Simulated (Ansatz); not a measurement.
Relaxation of C3H5FS (10 atoms, charge 0, multiplicity 1), to a largest force component of 0.015 eV/Å in at most 40 steps.

Computed with RKS PBE-D4/def2-SVP (Ansatz).

```xyz
10
Properties=species:S:1:pos:R:3
C -0.421 1.093 1.103
C 0.177 0.110 0.528
F 1.373 -0.188 1.006
C -0.292 -0.728 -0.579
S 0.572 -0.465 -2.120
H -0.007 1.716 1.894
H -1.431 1.442 0.765
H -1.383 -0.505 -0.774
H -0.281 -1.776 -0.255
H 1.777 -0.749 -1.565
```

**Question.** Where does it end, and by what steps?

**Answer.** It converged. After 5 steps the energy has fallen by 0.295 eV; H10 moved furthest, 0.12 Å.

```json
{"step": "0", "energy less start (eV)": "0.0000", "largest force component (eV/Å)": "3.447", "accepted": "yes"}
{"step": "1", "energy less start (eV)": "-0.2481", "largest force component (eV/Å)": "1.134", "accepted": "yes"}
{"step": "2", "energy less start (eV)": "-0.2883", "largest force component (eV/Å)": "0.246", "accepted": "yes"}
{"step": "3", "energy less start (eV)": "-0.2930", "largest force component (eV/Å)": "0.116", "accepted": "yes"}
{"step": "4", "energy less start (eV)": "-0.2948", "largest force component (eV/Å)": "0.044", "accepted": "yes"}
{"step": "5", "energy less start (eV)": "-0.2950", "largest force component (eV/Å)": "0.015", "accepted": "yes"}
```

```xyz
10
Properties=species:S:1:pos:R:3
C -0.482 1.157 1.145
C 0.167 0.153 0.536
F 1.427 -0.173 0.916
C -0.324 -0.721 -0.570
S 0.627 -0.502 -2.138
H -0.002 1.726 1.953
H -1.501 1.423 0.835
H -1.373 -0.475 -0.818
H -0.281 -1.788 -0.265
H 1.825 -0.851 -1.592
```

Whether the end is a true minimum wasn't checked by a vibrational analysis.

Run time: 12 s on 2 threads of Arm Neoverse V1, with other jobs on the host, peak memory 0.13 GiB.
